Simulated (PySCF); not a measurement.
# NO2 (nitrogen dioxide): UM06-2X/STO-3G

What is the energy change on altering one bond length of NO2 (nitrogen dioxide) at UM06-2X/STO-3G? 

Program for the calculation: PySCF 2.14.0.

19 further runs of the same task are left out: 11 that didn't finish, 8 set aside as unsound or not needed.

### 1 The molecule

NO2: 3 atoms, total charge 0, spin state doublet. As SMILES, `[O]N=O`. The coordinates come from a GFN2-xTB relaxation.

Bond lengths: O1–N2 1.181 Å, N2–O3 1.181 Å. Angles: O1–N2–O3 137.9°.

### 2 The energy at UM06-2X/STO-3G

job.py reads:

```python
# nitrogen dioxide
from pyscf import gto, dft

mol = gto.M(
    atom=[
    ('O', (0.201690, -1.092400, -0.004860)),
    ('N', (-0.247880, -0.008390, -0.136210)),
    ('O', (0.046180, 1.100790, 0.141070)),
],
    spin=1,
    verbose=3,
    max_memory=1860,
    basis='sto-3g',
)

mf = dft.UKS(mol, xc='m06-2x')
mf.grids.level = 5
mf.conv_tol = 1e-10
mf.kernel()
if not mf.converged:
    mf = mf.newton().run(mf.mo_coeff, mf.mo_occ)

energy = mf.e_tot
print('E(%s) = %.9f' % ('M06-2X', energy))
```

On the command line:

```bash
$ OMP_NUM_THREADS=1 python job.py
```

Output:

```text
WARN: HOMO -0.105101460559267 >= LUMO -0.105101460559266

converged SCF energy = -202.228325174556  <S^2> = 0.75223231  2S+1 = 2.0022311
E(M06-2X) = -202.228325175
```

Wall time 4.2 s (1 thread of Arm Neoverse V1, shared host); peak memory 0.19 GiB.

### 3 The distorted shape at the same level

input.py reads:

```python
from pyscf import gto, dft

molecule = gto.M(
    atom='O 1.010907 -3.043596 0.231567; N -0.247880 -0.008390 -0.136210; O 0.046180 1.100790 0.141070',
    max_memory=1860,
    verbose=3,
    spin=1,
    basis='sto-3g',
)

mf = dft.UKS(molecule, xc='m06-2x')
mf.grids.level = 5
mf.conv_tol = 1e-10
mf.kernel()
if not mf.converged:
    mf = mf.newton().run(mf.mo_coeff, mf.mo_occ)

e_tot = mf.e_tot
print(f'total energy: {e_tot:.8f} hartree')
```

On the command line:

```bash
$ OMP_NUM_THREADS=1 python input.py
```

Output:

```text
WARN: HOMO 0.159402658662315 >= LUMO 0.159429301216288

WARN: HOMO 0.113066387046826 >= LUMO 0.112353664327132

WARN: HOMO -0.0174109258139217 >= LUMO -0.0724260834170631

WARN: HOMO -0.156116300683272 >= LUMO -0.167436052577142

WARN: HOMO -0.190463560076781 >= LUMO -0.191365364377763

SCF not converged.
SCF energy = -201.660356262364 after 50 cycles  <S^2> = 0.7575169  2S+1 = 2.0075028

WARN: HOMO 0.155628620793584 >= LUMO 0.154982768839545

converged SCF energy = -202.17276084922  <S^2> = 1.7519457  2S+1 = 2.8298026
total energy: -202.17276085 hartree
```

Run time: 47 s. Hardware: 1 thread of Arm Neoverse V1, shared host; peak memory 0.4 GiB.

### 4 Outcome

Level: UM06-2X/STO-3G.

```
                                                         quantity          value
                                        first shape: total energy  -202.22833 Eh
                                       first shape: dipole moment         0.01 D
                  first shape: HOMO energy (highest over α and β)       -5.82 eV
                   first shape: LUMO energy (lowest over α and β)        1.72 eV
                                                first shape: ⟨S²⟩          0.752
                                    distorted shape: total energy  -202.17276 Eh
                                   distorted shape: dipole moment         0.37 D
              distorted shape: HOMO energy (highest over α and β)       -5.16 eV
               distorted shape: LUMO energy (lowest over α and β)        1.74 eV
                                            distorted shape: ⟨S²⟩          1.752
energy change with the O1–N2 bond stretched from 1.181 to 3.306 Å       1.512 eV
```

**Reading.** With the O1–N2 bond stretched from 1.181 to 3.306 Å the energy rises by 1.51 eV (35 kcal/mol). The first shape isn't relaxed at this level, so the change isn't measured from a minimum. The minimal basis adds a large error of its own. Mulliken charges (first shape) run from -0.08 on O1 to +0.15 on N2. ⟨S²⟩ (distorted shape) is 1.75 where a pure doublet has 0.75: the reference is spin-contaminated.
